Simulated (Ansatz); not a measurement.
**CH2AlN (SMILES N#[C][AlH2]): B3LYP/6-31G(d) (spherical functions)**

Aim: the energy change on altering one bond length of CH2AlN at B3LYP/6-31G* (spherical functions), from 2 runs. 

The calculation is run with Ansatz 0.2.0.

69 further runs of the same task are left out: 69 set aside as unsound or not needed.

## Step 1: The structure to begin with

CH2AlN: 5 atoms, total charge 0, spin state singlet. As SMILES, `N#[C][AlH2]`. The coordinates come from a PBE0-D4/def2-TZVP relaxation.

Bond lengths: N1–C2 1.154 Å, C2–Al3 1.938 Å, Al3–H4 1.573 Å, Al3–H5 1.572 Å. Angles: N1–C2–Al3 180.0°, C2–Al3–H4 117.0°, C2–Al3–H5 117.0°, H4–Al3–H5 126.1°.

## Step 2: The energy at B3LYP/6-31G(d) (spherical functions)

molecule.yaml reads:

```yaml
crystal:
  periodic: [false, false, false]
  atoms:
    - {symbol: N, position_ang: [1.382300, -1.346000, 1.394200]}
    - {symbol: C, position_ang: [0.714200, -0.698000, 0.711800]}
    - {symbol: Al, position_ang: [-0.407200, 0.390000, -0.434600]}
    - {symbol: H, position_ang: [-1.629700, -0.322900, -1.120200]}
    - {symbol: H, position_ang: [-0.009700, 1.903200, -0.592600]}
basis:
  gaussian:
    orbitals: 6-31G_st_-spherical.json
total_charge: 0
output: {orbitals: {seedname: orbitals}}
hamiltonian:
  xc: {name: B3LYP}
accuracy: high
```

The basis set 6-31G* is read from a file made from the Basis Set Exchange's data (not shown).

Started as:

```console
ansatz run molecule.yaml --threads 1 --pin off --max-ram 3480MiB --events-out events.jsonl --progress --plain --runs-dir runs
```

What it wrote:

```text
Warning: RAYON_NUM_THREADS=1 ignored (pool sized by the plan → 1); use --threads N
Functional definition: B3LYP
  name "B3LYP"
  parameter a0 = 0.2
  parameter ax = 0.72
  parameter ac = 0.81
  exchange = (1 - a0 - ax)*slater_x + ax*b88_x + a0*exact_x
  correlation = (1 - ac)*vwn_rpa_c + ac*lyp_c
1024 factors; integrals over basis functions are off by at most 3.5e-9 eV
mean field evaluation 1: about -9152.2413 eV, gradient 3.7e1 eV
mean field evaluation 2: about -9143.2661 eV, gradient 6.9e1 eV
mean field evaluation 4: about -9155.7206 eV, gradient 3.5e0 eV
mean field evaluation 8: about -9155.7521 eV, gradient 9.0e-2 eV
mean field evaluation 16: about -9155.7521 eV, gradient 3.1e-7 eV
mean field -9155.75210069 eV, -336.4676837085 hartree, gradient 5.4e-8 eV, S^2 0.000000; 0 other end points of the search recorded, 0 dependent functions left out
reference -9155.75213688 eV, -336.4676850388 hartree; 14, 14 occupied and 36, 36 virtual orbitals, 1024 factors
Total energy: -9155.75213688 eV, -336.4676850388 hartree
```

It took 1.9 s on 1 thread of Arm Neoverse V2, shared host; peak memory 0.13 GiB.

## Step 3: The distorted shape

molecule.yaml reads:

```yaml
crystal:
  periodic: [false, false, false]
  atoms:
    - {symbol: N, position_ang: [2.727972, -2.651593, 2.769872]}
    - {symbol: C, position_ang: [2.059872, -2.003593, 2.087472]}
    - {symbol: Al, position_ang: [-0.407200, 0.390000, -0.434600]}
    - {symbol: H, position_ang: [-1.629700, -0.322900, -1.120200]}
    - {symbol: H, position_ang: [-0.009700, 1.903200, -0.592600]}
basis:
  gaussian:
    orbitals: 6-31G_st_-spherical.json
hamiltonian:
  xc: {name: B3LYP}
accuracy: high
output:
  orbitals: {seedname: orbitals}
```

The basis set 6-31G* is read from a file made from the Basis Set Exchange's data (not shown).

Started as:

```console
ansatz run molecule.yaml --threads 1 --pin off --max-ram 3480MiB --events-out events.jsonl --progress --plain --runs-dir runs
```

What it wrote, cut to the lines that bear on the results:

```text
Warning: RAYON_NUM_THREADS=1 ignored (pool sized by the plan → 1); use --threads N
[... 7 set-up lines as earlier in the session ...]
961 factors; integrals over basis functions are off by at most 1.2e-8 eV
mean field evaluation 1: about -9143.7740 eV, gradient 4.7e1 eV
mean field evaluation 2: about -8873.6425 eV, gradient 1.4e2 eV
mean field evaluation 4: about -9143.5543 eV, gradient 3.9e1 eV
mean field evaluation 8: about -9150.7970 eV, gradient 4.5e0 eV
mean field evaluation 16: about -9150.9096 eV, gradient 5.6e-6 eV
mean field -9150.90960587 eV, -336.2897253062 hartree, gradient 4.0e-8 eV, S^2 0.000000; 0 other end points of the search recorded, 0 dependent functions left out
reference -9150.90964564 eV, -336.2897267678 hartree; 14, 14 occupied and 36, 36 virtual orbitals, 961 factors
Total energy: -9150.90964564 eV, -336.2897267678 hartree
```

Wall time 1.9 s (1 thread of Arm Neoverse V2, shared host); peak memory 0.12 GiB.

## Step 4: Results

Level: B3LYP/6-31G* (spherical functions).

| quantity | value |
| --- | --- |
| first shape: total energy | -336.46769 Eh |
| first shape: HOMO energy | -8.90 eV |
| first shape: LUMO energy | -2.67 eV |
| first shape: HOMO–LUMO gap | 6.23 eV |
| distorted shape: total energy | -336.28973 Eh |
| distorted shape: HOMO energy | -6.52 eV |
| distorted shape: LUMO energy | -4.94 eV |
| distorted shape: HOMO–LUMO gap | 1.57 eV |
| energy change with the C2–Al3 bond stretched from 1.938 to 4.263 Å | 4.842 eV |

With the C2–Al3 bond stretched from 1.938 to 4.263 Å the energy rises by 4.84 eV (467 kJ/mol). The first shape isn't relaxed at this level, so the change isn't measured from a minimum.
